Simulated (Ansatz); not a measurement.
# Solid CO2 (dry ice)

Calculation: LDA in Ansatz (plane waves, PAW).

Numerical settings: plane-wave cutoff 520 eV, 4×4×4 k mesh, scalar-relativistic PAW data made under PBE.

Cell (measured lattice):

```cif
data_C4O8
_chemical_formula_sum 'C4 O8'
_space_group_name_H-M_alt 'P 1'
_space_group_IT_number 1
_cell_length_a 5.56000
_cell_length_b 5.56000
_cell_length_c 5.56000
_cell_angle_alpha 90.000
_cell_angle_beta 90.000
_cell_angle_gamma 90.000
loop_
_space_group_symop_operation_xyz
  'x, y, z'
loop_
_atom_site_label
_atom_site_type_symbol
_atom_site_fract_x
_atom_site_fract_y
_atom_site_fract_z
_atom_site_occupancy
C1 C 0.00000 0.50000 0.50000 1
C2 C 0.50000 0.00000 0.50000 1
C3 C 0.00000 0.00000 0.00000 1
C4 C 0.50000 0.50000 0.00000 1
O1 O 0.87942 0.62058 0.37942 1
O2 O 0.37942 0.87942 0.62058 1
O3 O 0.87942 0.87942 0.87942 1
O4 O 0.12058 0.12058 0.12058 1
O5 O 0.62058 0.37942 0.87942 1
O6 O 0.62058 0.12058 0.37942 1
O7 O 0.37942 0.62058 0.12058 1
O8 O 0.12058 0.37942 0.62058 1
```

elastic constant C11: 6.18 GPa
elastic constant C12: 2.38 GPa
elastic constant C44: 2.04 GPa
Voigt–Reuss–Hill bulk modulus: 3.65 GPa
polycrystal shear modulus (Hill average): 1.98 GPa
Young modulus: 5.0 GPa
Poisson ratio: 0.270

Note: the cell isn't this level's own, so it is under some stress, which shifts stiffness and frequencies.

Elastic constants are with the ions relaxed.

The computed numbers hold no vibrational or temperature effects.

Computing time: around 10 core-minutes (rough).

Ansatz is an electronic-structure program.
